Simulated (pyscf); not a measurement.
Optimised with ωB97X-D3(BJ)/def2-SVP in PySCF.

Problem. PBE/def2-TZVP puts the barrier of H₃Si–O–InH₂ (SMILES [SiH3][O][InH2]) + H₂ (SMILES [H][H]) -> InH₃ (SMILES [InH3]) + HO–SiH₃ (SMILES O[SiH3]) (four-centre exchange; singlet surface; In–O, H–H broken, H–In, H–O formed) at 15.5 kcal/mol and the reaction energy at +10.0 kcal/mol, from the separated reactants. What do r²SCAN/def2-TZVP, B3LYP-D3(BJ)/def2-TZVP, ωB97M-D3(BJ)/def2-TZVP give on the same structures?

Solution. r²SCAN: ΔE‡ = 16.4 kcal/mol, ΔE = +11.9 kcal/mol; B3LYP-D3(BJ): ΔE‡ = 18.6 kcal/mol, ΔE = +11.2 kcal/mol; ωB97M-D3(BJ): ΔE‡ = 19.1 kcal/mol, ΔE = +8.9 kcal/mol. PBE's barrier lies under all of them, by 0.9 to 3.7 kcal/mol. Its reaction energy lies among theirs. On the product side the descent ends in an adduct with a In–O contact, 13.9 kcal/mol under the separated species and 21.1 kcal/mol under the saddle at ωB97X-D3(BJ)/def2-TZVP. What is counted as broken (In–O) persists as a longer contact in the product adduct; parting that adduct is a step of its own. At the saddle there is also a short H–In contact that neither side keeps. This is the saddle that the search found; another between the same sides may lie lower. Elements past Kr carry the def2 core potentials, without spin-orbit coupling.
